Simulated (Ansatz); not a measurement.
Chalcopyrite CdGeAs2 was calculated with PBE (plane waves, PAW; Ansatz, a quantum-chemistry and plane-wave program).

Settings: plane-wave cutoff 520 eV, 8×8×8 k mesh, Fermi–Dirac smearing 0.01 eV, scalar-relativistic PAW data made under PBE.

A third-order Birch–Murnaghan fit to the energies gives V0 = 26.258 Å³/atom, B0 = 52.5 GPa, B′ = 4.7.

```tsv
V (Å³/atom)	P (GPa)
25.205	2.364
25.730	1.118
26.255	0.005
26.780	(withheld)
27.305	(withheld)
```

Q: Estimate the withheld pressures from this fit; the answers are the runs' own values.

A: 
- 26.780, P (GPa): -0.989
- 27.305, P (GPa): -1.875

The formula P = (3/2) B0 (x^(7/3) − x^(5/3)) [1 + (3/4)(B′ − 4)(x^(2/3) − 1)] with x = V0/V meets the computed pressures within 0.01 GPa when these rounded values are put in.

Shape and atoms are relaxed at each volume.

Measured, for comparison: bulk modulus 69.9 GPa (temperature not stated, no zero-point or thermal correction; as tabulated in Toher et al. (2017), arXiv:1611.05714). Computed (rounded) less measured: bulk modulus -25 %.

Note: the gap of the solid is closed in this run; this level leaves the solid without a gap, although one is measured; the bulk modulus comes from volumes at which shape and atoms were relaxed.

Static lattice: no zero-point or thermal effects.

It cost around 40 core-minutes (rough) of CPU time.
